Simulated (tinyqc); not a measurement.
Inside a calculation (part 2 of 2). Method: UHF in the sto-3g basis, for H2O+, spin multiplicity 2. Computed by tinyqc, a small Python program that keeps every step (integrals from PySCF). Command: `OMP_NUM_THREADS=1 python tinyqc.py 30689 30690 out.jsonl` (the two numbers bound the seeds that draw the settings). One thread of a shared host (Intel(R) Xeon(R) Processor @ 2.60GHz), about 0.1 s of CPU time with the checks.

Geometry (angstrom):

| atom | x | y | z |
|---|---|---|---|
| O | 0.000000 | 0.000000 | 0.000000 |
| H | 0.000000 | 1.026000 | 0.710000 |
| H | 0.000000 | -1.069000 | 0.740000 |

## Iteration 2: diagonalisation and new density

F(alpha) (hartree), lower triangle:
```
             1O 1s      1O 2s     1O 2px     1O 2py     1O 2pz      2H 1s      3H 1s
1O 1s   -20.801134
1O 2s    -5.305820  -2.905770
1O 2px    0.000000   0.000000  -0.947373
1O 2py   -0.001142  -0.004154   0.000000  -0.785468
1O 2pz   -0.021000  -0.076005   0.000000  -0.001359  -0.826467
2H 1s    -0.620242  -0.773914   0.000000  -0.425634  -0.317990  -0.627205
3H 1s    -0.550005  -0.707582   0.000000   0.400987  -0.299437  -0.170423  -0.594283
```

F(beta) (hartree), lower triangle:
```
             1O 1s      1O 2s     1O 2px     1O 2py     1O 2pz      2H 1s      3H 1s
1O 1s   -20.774021
1O 2s    -5.267271  -2.708079
1O 2px    0.000000   0.000000  -0.061965
1O 2py   -0.001117  -0.004023   0.000000  -0.719642
1O 2pz   -0.020647  -0.064458   0.000000  -0.001793  -0.771717
2H 1s    -0.614714  -0.745023   0.000000  -0.422950  -0.313550  -0.637532
3H 1s    -0.545064  -0.682229   0.000000   0.399372  -0.295632  -0.167780  -0.606497
```

X, lower triangle:
```
            1O 1s      1O 2s    1O 2px     1O 2py     1O 2pz      2H 1s     3H 1s
1O 1s    1.023031
1O 2s   -0.131217   1.096079
1O 2px   0.000000   0.000000  1.000000
1O 2py  -0.000518   0.005209  0.000000   1.045705
1O 2pz  -0.004407   0.038479  0.000000   0.002462   1.019967
2H 1s    0.016038  -0.169722  0.000000  -0.137416  -0.087752   1.077376
3H 1s    0.014707  -0.151503  0.000000   0.126465  -0.079665  -0.034184  1.064855
```

D(alpha) after iteration 1, lower triangle:
```
            1O 1s      1O 2s    1O 2px     1O 2py    1O 2pz      2H 1s     3H 1s
1O 1s    1.051282
1O 2s   -0.214536   0.909947
1O 2px   0.000000   0.000000  1.000000
1O 2py   0.002440  -0.012060  0.000000   0.616130
1O 2pz   0.037695  -0.177395  0.000000  -0.007861  0.829209
2H 1s   -0.029939   0.086218  0.000000   0.240456  0.166072   0.146964
3H 1s   -0.028474   0.085742  0.000000  -0.238800  0.164114  -0.043419  0.139220
```

D(beta) after iteration 1, lower triangle:
```
            1O 1s      1O 2s    1O 2px     1O 2py    1O 2pz      2H 1s     3H 1s
1O 1s    1.049359
1O 2s   -0.205608   0.869162
1O 2px   0.000000   0.000000  0.000000
1O 2py   0.002545  -0.012491  0.000000   0.592286
1O 2pz   0.042108  -0.195904  0.000000  -0.007289  0.824988
2H 1s   -0.035123   0.106315  0.000000   0.246902  0.165935   0.165592
3H 1s   -0.033514   0.105384  0.000000  -0.246747  0.164638  -0.044125  0.157872
```

overlap S, lower triangle:
```
           1O 1s     1O 2s    1O 2px     1O 2py    1O 2pz     2H 1s     3H 1s
1O 1s   1.000000
1O 2s   0.236704  1.000000
1O 2px  0.000000  0.000000  1.000000
1O 2py  0.000000  0.000000  0.000000   1.000000
1O 2pz  0.000000  0.000000  0.000000   0.000000  1.000000
2H 1s   0.027130  0.306243  0.000000   0.233761  0.161765  1.000000
3H 1s   0.024045  0.280937  0.000000  -0.217802  0.150770  0.101761  1.000000
```

A level shift of 0.2 hartree raises the virtual space: F + shift (S - S D(s) S), with D(s) the density of one spin. Diagonalise F' = X^T F X, C = X C', fill 5 alpha and 4 beta electrons from the bottom; D(s) = C_occ C_occ^T. Each column has its largest component positive (the first on a tie).

F' = X^T F X (alpha) (hartree), lower triangle:
```
            1          2          3          4          5          6          7
1  -20.426541
2   -2.691821  -1.864994
3    0.000000   0.000000  -0.947373
4   -0.003164   0.008618   0.000000  -0.588975
5   -0.039295   0.041831   0.000000   0.006099  -0.740286
6   -0.032126  -0.386504   0.000000  -0.393582  -0.264309  -0.213163
7   -0.020927  -0.351835   0.000000   0.373405  -0.248077  -0.034543  -0.216277
```

orbital energies (alpha) (hartree): MO1 -20.809694, MO2 -1.674629, MO3 -0.964261, MO4 -0.947373, MO5 -0.886657, MO6 0.085947, MO7 0.199057

coefficients C (alpha):
```
              MO1        MO2        MO3       MO4        MO5        MO6        MO7
1O 1s    0.994454  -0.249380   0.006598  0.000000   0.060313   0.095139   0.021049
1O 2s    0.023270   0.948076  -0.033121  0.000000  -0.285246  -0.524653  -0.121493
1O 2px   0.000000   0.000000   0.000000  1.000000   0.000000   0.000000   0.000000
1O 2py   0.000199   0.004160   0.752843  0.000000  -0.040500   0.123423  -0.738069
1O 2pz   0.002190   0.087247   0.037146  0.000000   0.882156  -0.507653  -0.104768
2H 1s   -0.003765   0.109143   0.347363  0.000000   0.194577   0.579003   0.843719
3H 1s   -0.003381   0.099234  -0.324015  0.000000   0.223376   0.831351  -0.569832
```

F' = X^T F X (beta) (hartree), lower triangle:
```
            1          2         3          4          5          6          7
1  -20.404914
2   -2.680362  -1.651502
3    0.000000   0.000000  0.138035
4   -0.003149   0.009158  0.000000  -0.514815
5   -0.040753   0.060709  0.000000   0.005651  -0.683316
6   -0.031897  -0.390742  0.000000  -0.398871  -0.264714  -0.234302
7   -0.020653  -0.356846  0.000000   0.379559  -0.248892  -0.036032  -0.237842
```

orbital energies (beta) (hartree): MO1 -20.781143, MO2 -1.504784, MO3 -0.929929, MO4 -0.837921, MO5 0.107605, MO6 0.138035, MO7 0.219481

coefficients C (beta):
```
              MO1        MO2        MO3        MO4        MO5       MO6        MO7
1O 1s    0.994982  -0.239872   0.007249   0.071596   0.104976  0.000000   0.024023
1O 2s    0.021133   0.908122  -0.035389  -0.332122  -0.563087  0.000000  -0.134603
1O 2px   0.000000   0.000000   0.000000   0.000000   0.000000  1.000000   0.000000
1O 2py   0.000185   0.005502   0.721950  -0.032096   0.138100  0.000000  -0.766201
1O 2pz   0.002058   0.098338   0.029267   0.870977  -0.523634  0.000000  -0.112072
2H 1s   -0.003439   0.154570   0.372922   0.200778   0.564902  0.000000   0.833758
3H 1s   -0.003087   0.140466  -0.356754   0.227617   0.824695  0.000000  -0.549226
```

D(alpha) after iteration 2, lower triangle:
```
            1O 1s      1O 2s    1O 2px     1O 2py    1O 2pz      2H 1s     3H 1s
1O 1s    1.054810
1O 2s   -0.230713   0.981852
1O 2px   0.000000   0.000000  1.000000
1O 2py   0.001685  -0.009434  0.000000   0.568431
1O 2pz   0.033871  -0.170094  0.000000  -0.007398  0.787196
2H 1s   -0.016935   0.036381  0.000000   0.254083  0.194065   0.170448
3H 1s   -0.016775   0.041017  0.000000  -0.252567  0.193667  -0.058243  0.164741
```

D(beta) after iteration 2, lower triangle:
```
            1O 1s      1O 2s    1O 2px     1O 2py    1O 2pz      2H 1s     3H 1s
1O 1s    1.052707
1O 2s   -0.220841   0.936689
1O 2px   0.000000   0.000000  0.000000
1O 2py   0.001800  -0.009889  0.000000   0.522273
1O 2pz   0.041030  -0.200960  0.000000  -0.006284  0.769132
2H 1s   -0.023420   0.060416  0.000000   0.263637  0.200981   0.203286
3H 1s   -0.023055   0.064524  0.000000  -0.264092  0.201615  -0.065618  0.198823
```

## Iteration 15 (converged): orbitals

converged F(alpha) (hartree), lower triangle:
```
             1O 1s      1O 2s     1O 2px     1O 2py     1O 2pz      2H 1s      3H 1s
1O 1s   -20.915789
1O 2s    -5.331044  -3.006174
1O 2px    0.000000   0.000000  -1.019974
1O 2py   -0.000872  -0.004504   0.000000  -0.878354
1O 2pz   -0.018383  -0.085981   0.000000   0.003114  -0.904124
2H 1s    -0.623753  -0.767948   0.000000  -0.425717  -0.323355  -0.582404
3H 1s    -0.553100  -0.699567   0.000000   0.395952  -0.302885  -0.161792  -0.531566
```

converged F(beta) (hartree), lower triangle:
```
             1O 1s      1O 2s     1O 2px     1O 2py     1O 2pz      2H 1s      3H 1s
1O 1s   -20.880588
1O 2s    -5.280365  -2.760821
1O 2px    0.000000   0.000000  -0.120938
1O 2py   -0.000811  -0.006614   0.000000  -0.679614
1O 2pz   -0.018137  -0.044998   0.000000  -0.012127  -0.733802
2H 1s    -0.616586  -0.740331   0.000000  -0.430943  -0.336482  -0.689618
3H 1s    -0.546792  -0.677773   0.000000   0.408506  -0.320374  -0.164179  -0.671527
```

Diagonalise F' = X^T F X, C = X C', fill 5 alpha and 4 beta electrons from the bottom; D(s) = C_occ C_occ^T. Each column has its largest component positive (the first on a tie).

F' = X^T F X (alpha) (hartree), lower triangle:
```
            1          2          3          4          5          6          7
1  -20.542199
2   -2.685908  -2.007854
3    0.000000   0.000000  -1.019974
4   -0.002581   0.006397   0.000000  -0.747188
5   -0.031153   0.000181   0.000000   0.009999  -0.844595
6   -0.041765  -0.325050   0.000000  -0.321930  -0.222165  -0.312987
7   -0.029818  -0.294618   0.000000   0.299076  -0.205251  -0.034691  -0.302113
```

orbital energies (alpha) (hartree): MO1 -20.924246, MO2 -1.763563, MO3 -1.019974, MO4 -1.009297, MO5 -0.950416, MO6 -0.100978, MO7 -0.008438

coefficients C (alpha):
```
              MO1        MO2       MO3        MO4        MO5        MO6        MO7
1O 1s    0.994487  -0.255070  0.000000   0.006103   0.053426   0.084167   0.016208
1O 2s    0.023126   0.979904  0.000000  -0.031309  -0.253948  -0.485749  -0.098515
1O 2px   0.000000   0.000000  1.000000   0.000000   0.000000   0.000000   0.000000
1O 2py   0.000181   0.004625  0.000000   0.801683  -0.037299   0.085369  -0.690662
1O 2pz   0.002052   0.098050  0.000000   0.023089   0.898717  -0.479361  -0.090857
2H 1s   -0.003697   0.067015  0.000000   0.302372   0.185516   0.608287   0.846871
3H 1s   -0.003329   0.058556  0.000000  -0.271384   0.193454   0.829883  -0.614308
```

F' = X^T F X (beta) (hartree), lower triangle:
```
            1          2          3          4          5          6          7
1  -20.514522
2   -2.668429  -1.746383
3    0.000000   0.000000  -0.120938
4   -0.002162   0.003888   0.000000  -0.529329
5   -0.037268   0.059502   0.000000  -0.006048  -0.660786
6   -0.042108  -0.322716   0.000000  -0.339178  -0.246345  -0.430367
7   -0.030293  -0.292208   0.000000   0.322427  -0.234392  -0.031395  -0.449951
```

orbital energies (beta) (hartree): MO1 -20.887195, MO2 -1.547558, MO3 -0.941184, MO4 -0.860654, MO5 -0.120938, MO6 -0.100943, MO7 0.006195

coefficients C (beta):
```
              MO1        MO2        MO3        MO4       MO5        MO6        MO7
1O 1s    0.995179  -0.243293   0.010016   0.074122  0.000000   0.093453  -0.020099
1O 2s    0.020325   0.928368  -0.049230  -0.361352  0.000000  -0.512892   0.116351
1O 2px   0.000000   0.000000   0.000000   0.000000  1.000000   0.000000   0.000000
1O 2py   0.000165   0.008405   0.659990  -0.050906  0.000000   0.143192   0.818325
1O 2pz   0.001845   0.073486   0.071195   0.801136  0.000000  -0.625689   0.110032
2H 1s   -0.003262   0.134349   0.432565   0.260115  0.000000   0.559115  -0.795054
3H 1s   -0.002933   0.123647  -0.397253   0.345457  0.000000   0.775405   0.535624
```

D(alpha) after iteration 15, lower triangle:
```
            1O 1s      1O 2s    1O 2px     1O 2py    1O 2pz      2H 1s     3H 1s
1O 1s    1.056957
1O 2s   -0.240704   1.026217
1O 2px   0.000000   0.000000  1.000000
1O 2py   0.001900  -0.011092  0.000000   0.644108
1O 2pz   0.025187  -0.132823  0.000000  -0.014557  0.817842
2H 1s   -0.009013   0.009004  0.000000   0.235796  0.180271   0.130349
3H 1s   -0.009568   0.016672  0.000000  -0.224509  0.173329  -0.042234  0.114514
```

D(beta) after iteration 15, lower triangle:
```
            1O 1s      1O 2s    1O 2px     1O 2py    1O 2pz      2H 1s     3H 1s
1O 1s    1.055167
1O 2s   -0.232915   0.995278
1O 2px   0.000000   0.000000  0.000000
1O 2py   0.000957  -0.006290  0.000000   0.438249
1O 2pz   0.044052  -0.224737  0.000000   0.006823  0.652291
2H 1s   -0.012320   0.009371  0.000000   0.273376  0.249051   0.272833
3H 1s   -0.011374   0.009455  0.000000  -0.278730  0.257557  -0.065358  0.292447
```

## Convergence

Stop when the energy changes by less than 1e-09 hartree and every element of the error matrix X^T (F D S - S D F) X (for each spin) is below 9e-06.

Course of the cycle:

| iteration | E (hartree) | change | largest element of the error matrix |
|---|---|---|---|
| 1 | -74.33080093 | - | 1.65e-01 |
| 2 | -74.56380543 | -2.33e-01 | 6.48e-02 |
| 3 | -74.59184943 | -2.80e-02 | 2.88e-02 |
| 4 | -74.59598802 | -4.14e-03 | 1.14e-02 |
| 5 | -74.59728738 | -1.30e-03 | 6.98e-03 |
| 6 | -74.59792837 | -6.41e-04 | 4.64e-03 |
| 7 | -74.59859922 | -6.71e-04 | 2.96e-03 |
| 8 | -74.59887320 | -2.74e-04 | 1.18e-03 |
| 9 | -74.59889579 | -2.26e-05 | 6.28e-04 |
| 10 | -74.59890059 | -4.79e-06 | 3.22e-04 |
| 11 | -74.59890208 | -1.49e-06 | 1.27e-04 |
| 12 | -74.59890226 | -1.76e-07 | 5.25e-05 |
| 13 | -74.59890229 | -3.20e-08 | 2.14e-05 |
| 14 | -74.59890230 | -7.74e-09 | 4.46e-06 |
| 15 | -74.59890230 | -3.07e-10 | 7.75e-07 |

PySCF UHF in the same basis, after a stability check = -74.59890230 hartree

Converged in 15 iterations.

## Populations, bond orders and dipole

Mulliken: Z minus the diagonal of D S on the atom; Loewdin: the same with S^(1/2) D S^(1/2); Mayer order: 2 sum_s sum (D(s) S)_ij (D(s) S)_ji over the two atoms.

Charges (e):

| atom | Mulliken | Loewdin | Mulliken spin |
|---|---|---|---|
| 1O | 0.163176 | 0.249211 | 1.358082 |
| 2H | 0.414244 | 0.368133 | -0.160064 |
| 3H | 0.422580 | 0.382656 | -0.198018 |

Mayer bond orders:

| pair | order |
|---|---|
| 2-1 | 0.791210 |
| 3-1 | 0.770644 |
| 3-2 | 0.011571 |

dipole moment about the origin, x y z (debye): 0.000000  -0.123008  3.441603

<S^2> of the determinant (pure state: 0.75) = 0.818179
